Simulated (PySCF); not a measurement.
Difluoromethyl isocyanide, C2HF2N.
Structure used (GFN2-xTB), in Å, numbered top down from 1:
```xyz
6
C2HF2N angstrom
C      2.1219   -0.0283   -0.0661
N      0.9604   -0.0158   -0.0009
C     -0.4336    0.0005    0.0614
F     -0.9124    1.1521   -0.4446
F     -0.9481   -1.0014   -0.6752
H     -0.7851   -0.1050    1.1038
```

A calculation gives these core lines: C 1s: 293.75 (area 1), 298.49 (area 1) eV; N 1s: 407.61 eV; F 1s: 694.37 eV.

Level of theory: delta-SCF UKS SCAN, pcX-2 on the ionised atom, pcseg-1 elsewhere, spin-free X2C in PySCF 2.14.0. Geometry: GFN2-xTB; no solvent, vibrations or thermal averaging.

Question: Order the carbon atoms by C 1s binding energy.

Answer: 293.75 eV: C1 (isocyanide carbon); 298.49 eV: C3 (CHF2 carbon). The listed C 1s values span 4.74 eV, from C1 (bonded to N (triple bond)) to C3 (bonded to 2 F, N and H). Summing the Pauling electronegativity differences to the bonded atoms, each weighted by its formal bond order, gives +1.47 for the lowest site and +3.00 for the highest.

Bonded neighbours of each site: C1: N (triple bond); N2: C (triple bond) and C; C3: 2 F, N and H; F4/F5: C.

Question: Which photon wavelength matches the C 1s of C3 threshold?

Answer: λ = hc/E = 12398.42 eV Å / 298.49 eV = 41.537 Å.

The first atom of each set that the bonding makes equivalent was ionised and stands for the set. The unrestricted hole states depart most from a pure doublet (⟨S²⟩ = 0.75; over 0.85 named) for C 1s of C1 (0.86), which makes this value less certain.

Hardware: x86-64 server, one thread (shared host). Cost: 17 s of wall time.
